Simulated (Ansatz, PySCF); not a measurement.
This PySCF input computes a r2SCAN/def2-TZVPD energy:

```python
from pyscf import gto, scf, dft

mol = gto.M(
    atom='''
    N    -0.05626858    0.65864215   -0.00484970
    N     0.02549416   -0.78015421   -0.08501714
    H     0.30108197    1.08680797    0.86074606
    H    -1.03733086    0.93250674   -0.12356116
    H    -0.50516407   -1.17372953    0.68773675
    H     1.00160868   -1.05003496    0.00449883
    H     0.45522520    1.05503422   -0.80035260
    ''',
    basis='def2-tzvpd',
    charge=1,
    spin=0,
    verbose=4,
)

mf = dft.RKS(mol, xc='r2scan').density_fit(auxbasis='def2-universal-jkfit')
mf.grids.level = 4
mf.conv_tol = 1e-9
mf.max_cycle = 100
mf.max_memory = 1500
mf.kernel()
if not mf.converged:
    mf = mf.newton()
    mf.kernel(mf.make_rdm1())
mf.analyze()
```

Q: Write an input for the same energy in Ansatz (a first-principles code) and say what it gives.

A: 
Ansatz 0.2 input:
```yaml
crystal:
  periodic: [false, false, false]
  atoms:
    - {symbol: N, position_ang: [-0.05626858, 0.65864215, -0.00484970]}
    - {symbol: N, position_ang: [0.02549416, -0.78015421, -0.08501714]}
    - {symbol: H, position_ang: [0.30108197, 1.08680797, 0.86074606]}
    - {symbol: H, position_ang: [-1.03733086, 0.93250674, -0.12356116]}
    - {symbol: H, position_ang: [-0.50516407, -1.17372953, 0.68773675]}
    - {symbol: H, position_ang: [1.00160868, -1.05003496, 0.00449883]}
    - {symbol: H, position_ang: [0.45522520, 1.05503422, -0.80035260]}
basis:
  gaussian:
    orbitals: def2-TZVPD
hamiltonian:
  xc: {name: r2SCAN}
total_charge: 1
output: {forces: true}
```
It gives -112.19162 Eh, and PySCF -112.19171 Eh, a difference of 0.09 mEh, from the treatment of integrals and grids.

It need not be the lowest isomer of its formula.
